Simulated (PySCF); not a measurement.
This PySCF input asks for the NMR shieldings of `P`, H3P; the geometry comes from GFN2-xTB.

```python
import basis_set_exchange as bse
import numpy as np
from pyscf import gto, dft
from pyscf.prop import nmr

atoms = """
P    -0.001477    0.003466    0.570380
H    -0.558658    1.008622   -0.205648
H     1.158342   -0.016325   -0.189555
H    -0.587973   -0.990990   -0.198030
"""
names = dict.fromkeys(["P", "H"], "def2-SVPD")
basis = {el: gto.basis.parse(bse.get_basis(n, elements=[el], fmt="nwchem")) for el, n in names.items()}
mol = gto.M(atom=atoms, basis=basis, charge=0, verbose=0)
mf = dft.RKS(mol, xc="BP86")
mf.grids.level = 2
mf.grids.alignment = dft.numint.BLKSIZE   # the property module wants whole blocks of grid points
mf.conv_tol = 1e-9
mf.kernel()

calc = nmr.RKS(mf)   # GIAO
sigma = calc.kernel()   # uncoupled for a functional without exact exchange
for i, s in enumerate(sigma):   # ppm
    print("%2d %-2s %9.2f" % (i, mol.atom_pure_symbol(i), np.trace(s) / 3))
```

Task: Give the expected output.

Result: 
```
 0 P     656.00
 1 H      30.64
 2 H      30.63
 3 H      30.63
```

These numbers come from an equivalent density-fitted implementation of the same equations, which agrees with the script to about 0.01 ppm for H and up to a few tenths of a ppm for heavy atoms, so last digits may differ.

Size and cost of the density-fitted run: 48 basis functions, roughly 0.6 core-seconds.
